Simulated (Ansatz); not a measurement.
# C3H7NO: the cost of one run

Method: RKS PBE/6-31G*, in Ansatz 0.2.0.

## 1. The system as given

Bond lengths: C1–C2 1.519 Å, C2–N3 1.440 Å, C2–C4 1.525 Å, C4–O5 1.215 Å, C1–H6 1.162 Å, C1–H7 1.055 Å, C1–H8 1.088 Å, C2–H9 1.141 Å, N3–H10 1.054 Å, N3–H11 1.049 Å, C4–H12 1.087 Å. Angles (14 of 18 angles, heavy atoms first): C1–C2–N3 107.5°, C1–C2–C4 114.0°, N3–C2–C4 105.6°, C2–C4–O5 124.0°, C1–C2–H9 111.1°, N3–C2–H9 109.4°, C4–C2–H9 109.0°, C2–C1–H6 106.2°, C2–C1–H7 112.5°, C2–C1–H8 110.3°, C2–N3–H10 109.5°, C2–N3–H11 109.5°, C2–C4–H12 115.4°, O5–C4–H12 120.1°.

Coordinates:

```xyz
12

C    -0.8833   -1.0037    0.0100
C     0.0309    0.1783    0.2819
N     1.3877   -0.3011    0.2231
C    -0.0597    1.2857   -0.7631
O    -0.2062    2.4619   -0.4955
H    -1.9664   -0.5819    0.0042
H    -0.8176   -1.7459    0.7566
H    -0.7124   -1.3893   -0.9927
H    -0.1697    0.6240    1.3124
H     2.0455    0.4714    0.5069
H     1.5448   -1.0047    0.9855
H    -0.1167    0.9501   -1.7953
```

## 2. Relaxing end A

Input file input.yaml:

```yaml
crystal:
  periodic: [false, false, false]
  atoms:
    - { symbol: C, position_ang: [-0.8833, -1.0037, 0.01] }
    - { symbol: C, position_ang: [0.0309, 0.1783, 0.2819] }
    - { symbol: "N", position_ang: [1.3877, -0.3011, 0.2231] }
    - { symbol: C, position_ang: [-0.0597, 1.2857, -0.7631] }
    - { symbol: O, position_ang: [-0.2062, 2.4619, -0.4955] }
    - { symbol: H, position_ang: [-1.9664, -0.5819, 0.0042] }
    - { symbol: H, position_ang: [-0.8176, -1.7459, 0.7566] }
    - { symbol: H, position_ang: [-0.7124, -1.3893, -0.9927] }
    - { symbol: H, position_ang: [-0.1697, 0.624, 1.3124] }
    - { symbol: H, position_ang: [2.0455, 0.4714, 0.5069] }
    - { symbol: H, position_ang: [1.5448, -1.0047, 0.9855] }
    - { symbol: H, position_ang: [-0.1167, 0.9501, -1.7953] }
basis:
  gaussian: { orbitals: "6-31G*" }
hamiltonian:
  xc: pbe
relax:
  f_tol: 0.015
  max_steps: 40
```

On the command line:

```
$ ansatz run input.yaml --threads 1 --pin off --max-ram 2048MiB --backend cpu --events-out ev --progress --plain --runs-dir out
```

Q: Estimate wall time and peak memory on 1 thread of Arm Neoverse V1, shared host.

About 61 s, with a peak of 0.17 GiB.
